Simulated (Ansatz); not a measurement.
**C₃H₆OS₂: one species, many methods**

One table from this session's results is given with a row withheld; the runs are named, their logs left out.

Computed with Ansatz 0.2.0, Gaussian basis. Level: functionals in def2-TZVPP, the program's frozen cores in correlated methods.

The runs, in order: PBE-D4, r2SCAN-D4, PBE0-D4, B3LYP-D4, ωB97X-V, ωB97M-V, B2PLYP; CCSD(T)/def2-TZVPP; MP2/def2-QZVPP; extrapolation to the limit.

## Structure used throughout

An earlier PBE0-D4 in a triple-zeta def2 set relaxation fixed the geometry.

SMILES `COC(=S)SC`, 12 atoms, charge 0, spin multiplicity 1.

Atoms are counted from 1 here; the program's logs count them from 0.

Bond lengths: C1–O2 1.422 Å, C1–H7 1.088 Å, C1–H8 1.093 Å, C1–H9 1.093 Å, O2–C3 1.329 Å, C3–S4 1.628 Å, C3–S5 1.753 Å, S5–C6 1.786 Å, C6–H10 1.091 Å, C6–H11 1.089 Å, C6–H12 1.089 Å. Angles: O2–C1–H7 105.4°, O2–C1–H8 111.0°, O2–C1–H9 111.0°, H7–C1–H8 109.8°, H7–C1–H9 109.8°, H8–C1–H9 109.9°, C1–O2–C3 120.9°, O2–C3–S4 120.3°, O2–C3–S5 114.4°, S4–C3–S5 125.3°, C3–S5–C6 101.7°, S5–C6–H10 105.5°, S5–C6–H11 110.3°, S5–C6–H12 110.3°, H10–C6–H11 110.6°, H10–C6–H12 110.6°, H11–C6–H12 109.5°.

The first run:

in.yaml reads:

```yaml
crystal:
  periodic: [false, false, false]
  atoms:
    - {symbol: C, position_ang: [-1.692327, 1.501336, 0.132851]}
    - {symbol: O, position_ang: [-1.514273, 0.277095, 0.834232]}
    - {symbol: C, position_ang: [-0.442510, -0.480813, 0.623803]}
    - {symbol: S, position_ang: [-0.253296, -1.879104, 1.436465]}
    - {symbol: S, position_ang: [0.677813, 0.162434, -0.561128]}
    - {symbol: C, position_ang: [1.949905, -1.090439, -0.573557]}
    - {symbol: H, position_ang: [-2.635216, 1.906333, 0.493163]}
    - {symbol: H, position_ang: [-0.881682, 2.199980, 0.353740]}
    - {symbol: H, position_ang: [-1.751587, 1.329784, -0.944691]}
    - {symbol: H, position_ang: [2.687926, -0.750056, -1.301853]}
    - {symbol: H, position_ang: [2.400263, -1.181380, 0.413444]}
    - {symbol: H, position_ang: [1.531787, -2.050169, -0.872468]}
basis:
  gaussian: {orbitals: def2-TZVPP}
hamiltonian: {xc: pbe, dispersion: d4}
output: {forces: true, orbitals: {seedname: orbitals}}
```

On the command line:

```bash
ansatz run in.yaml --threads 2 --pin off --events-out ev --progress --plain --max-ram 22528MiB --backend cuda --devices 0, --max-vram 18GiB
```

Among the steps run: PBE-D4 (GGA); r2SCAN-D4 (meta-GGA); PBE0-D4 (hybrid); B3LYP-D4 (hybrid); ωB97X-V (range-separated); ωB97M-V (range-separated); B2PLYP (double hybrid); CCSD(T) in def2-TZVPP; MP2 in def2-QZVPP.

One of the session's tables, all rows but one given; the rest of the session is left out.

It belongs to the step «Atomisation energies». 

```
            method  atomisation energy (kcal/mol)
            PBE-D4                         1123.9
         r2SCAN-D4                         1094.2
           PBE0-D4                         1094.6
          B3LYP-D4                              ?
           ωB97X-V                         1086.9
           ωB97M-V                         1089.6
            B2PLYP                         1070.6
     HF/def2-TZVPP                          750.0
    MP2/def2-TZVPP                         1077.0
   CCSD/def2-TZVPP                         1027.4
CCSD(T)/def2-TZVPP                         1051.0
           MP2/CBS                         1108.6
       CCSD(T)/CBS                         1082.6
```

Q: Estimate the row for B3LYP-D4 from the others.

**Answer.** atomisation energy (kcal/mol): 1083.5. In the column «atomisation energy (kcal/mol)» it lies between CCSD(T)/CBS (1082.6) and ωB97X-V (1086.9).

To keep in mind: Free atoms (3 C, 1 O, 2 S, 6 H) were run apart at each level; the atomisation energy is their sum less the molecule, without zero-point or spin-orbit terms.
